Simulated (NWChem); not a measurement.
# One shape, several levels: doublet [C4H4N2]+

Wanted: a comparison of 4 runs (UHF/cc-pVDZ, UPBE/cc-pVDZ, USVWN5/cc-pVDZ, UMP2/cc-pVDZ) of doublet [C4H4N2]+. 

The calculation is run with NWChem 7.3.0.

## (1) The molecule

[C4H4N2]+ has 10 atoms, charge +1, and is taken as a doublet. As SMILES of the parent species, `c1cnccn1`. The coordinates come from a PBE0-D4/def2-TZVP relaxation. That shape belongs to the parent species and isn't relaxed for this state.

Bond lengths: C1–C2 1.388 Å, C2–N3 1.327 Å, N3–C4 1.327 Å, C4–C5 1.388 Å, C1–N6 1.327 Å, C5–N6 1.327 Å, C1–H7 1.086 Å, C2–H8 1.086 Å, C4–H9 1.086 Å, C5–H10 1.086 Å. Some angles: C1–C2–N3 122.0°, C2–C1–N6 122.0°, C2–N3–C4 116.1°, N3–C4–C5 122.0°, C4–C5–N6 122.0°, C1–N6–C5 116.1°, C1–C2–H8 120.8°, N3–C2–H8 117.2°, C2–C1–H7 120.8°, N6–C1–H7 117.2°. A long bond or contact: C2–C5 2.645 Å.

## (2) A single-point energy at UHF/cc-pVDZ (run 1)

Contents of run.py:

```python
from ase import Atoms
from ase.calculators.nwchem import NWChem

molecule = Atoms(['C', 'C', 'N', 'C', 'C', 'N', 'H', 'H', 'H', 'H'], positions=[
    [0.476600, -0.947700, -0.800200],
    [-0.498600, -1.217100, 0.150600],
    [-0.972600, -0.276100, 0.956700],
    [-0.460000, 0.937500, 0.800700],
    [0.515200, 1.206900, -0.150000],
    [0.989300, 0.265900, -0.956100],
    [0.851400, -1.732600, -1.450700],
    [-0.905400, -2.218000, 0.262200],
    [-0.834800, 1.722400, 1.451200],
    [0.922000, 2.207800, -0.261700],
])

calc = NWChem(
    label='mol',
    theory='scf',
    memory='2200 mb',
    basis='cc-pVDZ',
    basispar='spherical bse',
    charge=1,
    scf={'nopen': '1', 'uhf': None, 'thresh': '1e-08', 'maxiter': '80', 'print': 'low'},
    task='energy',
)
molecule.calc = calc

print(f"energy = {molecule.get_potential_energy():.6f} eV")
```

Started as:

```console
$ export ASE_NWCHEM_COMMAND="nwchem PREFIX.nwi > PREFIX.nwo"
$ python run.py
```

The log of the run:

```text
energy = -7139.710139 eV
```

The calculator wrote mol.nwi:

```
title "mol"

permanent_dir mol

scratch_dir mol

start mol

geometry units angstrom nocenter noautosym noautoz
  C  4.7660000000000002e-01 -9.4769999999999999e-01 -8.0020000000000002e-01
  C  -4.9859999999999999e-01 -1.2171000000000001e+00 1.5060000000000001e-01
  N  -9.7260000000000002e-01 -2.7610000000000001e-01 9.5669999999999999e-01
  C  -4.6000000000000002e-01 9.3750000000000000e-01 8.0069999999999997e-01
  C  5.1519999999999999e-01 1.2069000000000001e+00 -1.4999999999999999e-01
  N  9.8929999999999996e-01 2.6590000000000003e-01 -9.5609999999999995e-01
  H  8.5140000000000005e-01 -1.7325999999999999e+00 -1.4507000000000001e+00
  H  -9.0539999999999998e-01 -2.2180000000000000e+00 2.6219999999999999e-01
  H  -8.3479999999999999e-01 1.7223999999999999e+00 1.4512000000000000e+00
  H  9.2200000000000004e-01 2.2078000000000002e+00 -2.6169999999999999e-01
end

charge 1

memory 2200 mb

basis spherical bse noprint
   * library cc-pVDZ
end

scf
  nopen 1
  uhf
  thresh 1e-08
  maxiter 80
  print low
end

task scf energy
```

mol.nwo:

```text
Northwest Computational Chemistry Package (NWChem) 7.3.0
             --------------------------------------------------------

           Job information
           ---------------

    nwchem branch   = 7.3.0
    use scalapack   = T
    input           = mol.nwi
    prefix          = mol.
    data base       = mol/mol.db
    status          = startup
    nproc           =        1

           Memory information
           ------------------

    heap     =     72089596 doubles =      550.0 Mbytes
    stack    =     72089601 doubles =      550.0 Mbytes
    global   =    144179200 doubles =     1100.0 Mbytes (distinct from heap & stack)
    total    =    288358397 doubles =     2200.0 Mbytes
    verify   = yes
    hardfail = no

           Directory information
           ---------------------

  0 permanent = mol
  0 scratch   = mol

                                NWChem Input Module
                                -------------------

                                        mol
                                        ---

[... 25 lines left out ...]
            Nuclear Dipole moment (a.u.)
[... 51 lines left out ...]

                                 NWChem SCF Module
                                 -----------------

                                        mol

  ao basis        = "ao basis"
  functions       =   104
  atoms           =    10
  alpha electrons =    21
  beta  electrons =    20
  charge          =   1.00
  wavefunction    = UHF
  input vectors   = atomic
  output vectors  = mol/mol.movecs
  use symmetry    = F
  symmetry adapt  = F

 Forming initial guess at       0.0s

 Starting SCF solution at       0.7s

  ga_iter_lsolve: convergence stagnant ... aborting solve

       Final UHF  results
       ------------------

         Total SCF energy =   -262.379510288876
      One electron energy =   -760.175343945474
      Two electron energy =    287.866650838384
 Nuclear repulsion energy =    209.929182818214

                       Sz =      0.5000
                 Sz(Sz+1) =      0.7500
                      S^2 =      1.3615

        Time for solution =    203.1s

 Task  times  cpu:      203.8s     wall:      203.8s
 Total times  cpu:      203.8s     wall:      203.8s
```

Run time: 3.4 min. Hardware: 1 thread of AMD EPYC 9R45 (Zen 5), shared host; peak memory 0.099 GiB.

## (3) A single-point energy at UPBE/cc-pVDZ (run 2)

Contents of calc.xyz:

```xyz
10

C      0.476600    -0.947700    -0.800200
C     -0.498600    -1.217100     0.150600
N     -0.972600    -0.276100     0.956700
C     -0.460000     0.937500     0.800700
C      0.515200     1.206900    -0.150000
N      0.989300     0.265900    -0.956100
H      0.851400    -1.732600    -1.450700
H     -0.905400    -2.218000     0.262200
H     -0.834800     1.722400     1.451200
H      0.922000     2.207800    -0.261700
```

Contents of calc.nw:

```
start calc
memory 2200 mb
charge 1

geometry units angstroms noautosym nocenter noautoz
 load format xyz calc.xyz
end

basis spherical bse
 * library cc-pVDZ
end

dft
 xc xpbe96 cpbe96
 mult 2
 grid fine
 convergence energy 1e-08
 iterations 100
 mulliken
end

task dft energy
```

Started as:

```console
$ nwchem calc.nw > calc.out
```

The log of the run:

```text
[...]
          Wavefunction type:  spin polarized.
          No. of atoms     :    10
          No. of electrons :    41
[...]
          Charge           :     1
          Spin multiplicity:     2
[...]
          AO basis - number of functions:   104
[...]
              XC Information
              --------------
          PerdewBurkeErnzerhof Exchange Functional  1.000
            Perdew 1991 LDA Correlation Functional  1.000 local
           PerdewBurkeErnz. Correlation Functional  1.000 non-local
[...]
 d= 0,ls=0.0,diis     1   -263.6218225495 -4.74D+02  4.33D-03  1.71D-01     4.0
[...]
 d= 0,ls=0.0,diis    12   -263.6874832695 -1.72D-09  5.40D-07  3.83D-09    38.7
[...]
         Total DFT energy =     -263.687483269528
      One electron energy =     -761.183929026575
           Coulomb energy =      323.900738658898
    Exchange-Corr. energy =      -36.333475720066
 Nuclear repulsion energy =      209.929182818215
[...]
      Total Density - Mulliken Population Analysis
     ---------------------------------------------
    Atom       Charge   Shell Charges
 -----------   ------   -------------------------------------------------------
    1 C    6     5.86   2.01  0.70  0.39  2.08  0.58  0.09
    2 C    6     5.86   2.01  0.70  0.39  2.08  0.58  0.09
    3 N    7     7.01   2.01  0.80  0.74  2.33  1.09  0.04
    4 C    6     5.86   2.01  0.70  0.39  2.08  0.58  0.09
    5 C    6     5.86   2.01  0.70  0.39  2.08  0.58  0.09
    6 N    7     7.01   2.01  0.80  0.74  2.33  1.09  0.04
    7 H    1     0.89   0.73  0.13  0.03
    8 H    1     0.89   0.73  0.13  0.03
    9 H    1     0.89   0.73  0.13  0.03
   10 H    1     0.89   0.73  0.13  0.03
[...]
      <S2> =      0.7518 (Exact =     0.7500)
[...]
```

It took 39 s on 1 thread of AMD EPYC 9R45 (Zen 5), shared host; peak memory 0.12 GiB.

Run 3 isn't shown in full; the table further down has it.

## (4) A single-point energy at UMP2/cc-pVDZ (run 4)

Contents of job.nw:

```
start job
title "C4H4N2 energy"
memory 2200 mb
charge 1

geometry units au noautosym nocenter noautoz
   C      0.90064347    -1.79089345    -1.51215884
   C     -0.94221745    -2.29998567     0.28459275
   N     -1.83794763    -0.52175338     1.80790098
   C     -0.86927402     1.77161824     1.51310371
   C      0.97358690     2.28071046    -0.28345892
   N      1.86950606     0.50247818    -1.80676715
   H      1.60891282    -3.27413948    -2.74142569
   H     -1.71095803    -4.19141254     0.49548619
   H     -1.57754337     3.25486428     2.74237055
   H      1.74232749     4.17213734    -0.49454133
end

basis spherical bse
   * library cc-pVDZ
end

scf
   doublet
   uhf
   thresh 1e-08
   maxiter 80
   noprint "final vectors analysis"
end

mp2
   freeze core 6
   tight
end

task mp2
```

Started as:

```console
$ nwchem job.nw > job.out
```

The log of the run:

```text
[...]
  functions       =   104
[...]
  wavefunction    = UHF
[...]
         Total SCF energy =   -262.379510295331
      One electron energy =   -760.175314520310
      Two electron energy =    287.866636594321
 Nuclear repulsion energy =    209.929167630657
                       Sz =      0.5000
                 Sz(Sz+1) =      0.7500
                      S^2 =      1.3615
[...]
          Total MP2 energy          -263.127275750806
[...]
```

Run time: 3.6 min. Hardware: 1 thread of AMD EPYC 9R45 (Zen 5), shared host; peak memory 0.35 GiB.

## (5) Overview of the runs

| run | level | iteration cap | module | energy (Eh) | ⟨S²⟩ | wall time |
| --- | --- | --- | --- | --- | --- | --- |
| 1 | UHF/cc-pVDZ | 80 | scf | -262.379510 | 1.361 | 3.4 min |
| 2 | UPBE/cc-pVDZ | 100 | dft | -263.687483 | 0.752 | 39 s |
| 3 | USVWN5/cc-pVDZ | 100 | dft | -261.702758 | 0.751 | 39 s |
| 4 | UMP2/cc-pVDZ | 80 | mp2 | -263.127276 | 1.361 | 3.6 min |

## (6) Outcome

| quantity | value |
| --- | --- |
| run 4: total energy | -263.12728 Eh |
| run 4: correlation energy (6 core orbitals frozen) | -747.8 mEh |
| run 4: ⟨S²⟩ of the reference determinant | 1.361 |

What this shows: Totals of different functionals can't be ranked against each other. Spin contamination of the reference: run 1 ⟨S²⟩ = 1.36, run 4 ⟨S²⟩ = 1.36. Where it is this large, the reference is a mixture of spin states, and values that rest on it are in doubt. All runs together took 8.3 min, the longest 3.6 min.
